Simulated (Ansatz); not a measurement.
# A relaxation, step by step

Si2H8O (SMILES [SiH4].[SiH3]O), singlet, PBE0-D4/def2-TZVP (Ansatz 0.2.0). Settings:

```yaml
hamiltonian: {xc: pbe0, dispersion: d4}
relax: {f_tol: 0.005, max_steps: 200}
```

Start (the SMILES describes the start alone):

```xyz
11
angstrom
Si 0.0107 -0.1273 -2.2303
H 0.5115 -1.4399 -1.6928
H -1.0622 0.4025 -1.3247
H -0.5394 -0.3386 -3.6149
H 1.1532 0.8481 -2.2982
Si 0.3788 0.0491 1.8397
O -1.1717 0.5637 1.4309
H 0.4615 -1.4475 2.0216
H 1.2514 0.4632 0.6924
H 0.8782 0.6941 3.1104
H -1.8720 0.3326 2.0657
```

| step | energy less the last (meV) | largest force component (eV/Å) |
| --- | --- | --- |
| 1 | 62.2 | 0.784 |
| 3 | 10.5 | 0.133 |
| 5 | 8.2 | 0.023 |
| 7 | 7.4 | 0.032 |
| 9 | 6.6 | 0.036 |
| 11 | 5.8 | 0.044 |
| 13 | 5.0 | 0.048 |
| 15 | 4.1 | 0.066 |
| 17 | 2.7 | 0.086 |
| 19 | 1.1 | 0.083 |
| 21 | 0.6 | 0.016 |
| 23 | 0.3 | 0.026 |
| 25 | 0.2 | 0.021 |
| 27 | 0.1 | 0.018 |
| 29 | 0.0 | 0.004 |
| 31 | 0.0 | 0.005 |
| 32 | 0.0 | 0.001 |

Step 5, positions (Å) and forces (eV/Å):

```tsv
atom	x	y	z	Fx	Fy	Fz
Si1	0.026	-0.131	-2.303	0.003	0.003	0.008
H2	0.510	-1.415	-1.732	-0.004	0.001	-0.001
H3	-1.054	0.417	-1.447	-0.003	0.002	-0.003
H4	-0.493	-0.370	-3.675	0.006	-0.004	0.002
H5	1.155	0.831	-2.366	-0.001	0.000	-0.004
Si6	0.364	0.049	1.882	0.023	0.008	0.010
O7	-1.171	0.548	1.557	-0.012	0.003	-0.015
H8	0.445	-1.429	2.040	-0.008	0.002	-0.006
H9	1.183	0.477	0.725	-0.006	-0.004	-0.005
H10	0.894	0.675	3.125	-0.004	-0.004	0.003
H11	-1.858	0.347	2.193	0.007	-0.006	0.011
```

Step 23, positions (Å) and forces (eV/Å):

```tsv
atom	x	y	z	Fx	Fy	Fz
Si1	-0.047	-0.082	-2.211	-0.005	-0.003	-0.010
H2	-0.072	-1.206	-1.240	0.000	0.000	0.004
H3	-0.955	0.998	-1.756	0.004	-0.003	0.001
H4	-0.487	-0.579	-3.540	0.000	0.004	0.006
H5	1.339	0.440	-2.322	0.002	0.002	0.002
Si6	0.431	0.092	1.821	0.022	-0.001	0.003
O7	-1.162	0.328	1.473	-0.026	-0.006	0.007
H8	0.791	-1.352	1.805	0.000	-0.002	-0.004
H9	1.186	0.811	0.769	-0.004	-0.003	0.003
H10	0.787	0.639	3.159	0.001	0.004	-0.001
H11	-1.811	-0.088	2.041	0.006	0.007	-0.010
```

Step 25, positions (Å) and forces (eV/Å):

| atom | x | y | z | Fx | Fy | Fz |
| --- | --- | --- | --- | --- | --- | --- |
| Si1 | -0.038 | -0.083 | -2.207 | 0.005 | 0.005 | 0.003 |
| H2 | -0.091 | -1.209 | -1.239 | 0.000 | 0.007 | -0.005 |
| H3 | -0.917 | 1.020 | -1.746 | 0.008 | -0.009 | -0.003 |
| H4 | -0.494 | -0.563 | -3.538 | -0.001 | 0.002 | 0.005 |
| H5 | 1.361 | 0.403 | -2.318 | -0.011 | -0.004 | 0.001 |
| Si6 | 0.423 | 0.098 | 1.812 | -0.003 | 0.001 | -0.006 |
| O7 | -1.178 | 0.313 | 1.488 | -0.012 | -0.016 | 0.021 |
| H8 | 0.802 | -1.341 | 1.791 | -0.001 | 0.002 | -0.001 |
| H9 | 1.152 | 0.826 | 0.747 | -0.005 | -0.003 | 0.006 |
| H10 | 0.793 | 0.652 | 3.144 | -0.001 | 0.001 | -0.003 |
| H11 | -1.813 | -0.116 | 2.064 | 0.020 | 0.015 | -0.019 |

Last step (32):

Si1  (-0.024, -0.081, -2.200)
H2  (-0.079, -1.205, -1.231)
H3  (-0.844, 1.051, -1.705)
H4  (-0.548, -0.543, -3.512)
H5  (1.386, 0.356, -2.365)
Si6  (0.411, 0.103, 1.804)
O7  (-1.195, 0.283, 1.484)
H8  (0.820, -1.329, 1.792)
H9  (1.122, 0.838, 0.733)
H10  (0.773, 0.675, 3.130)
H11  (-1.820, -0.147, 2.070)
(Å)

Hardware: 4 CPU threads of an Arm Neoverse N1, shared host. Wall time about 80 s.
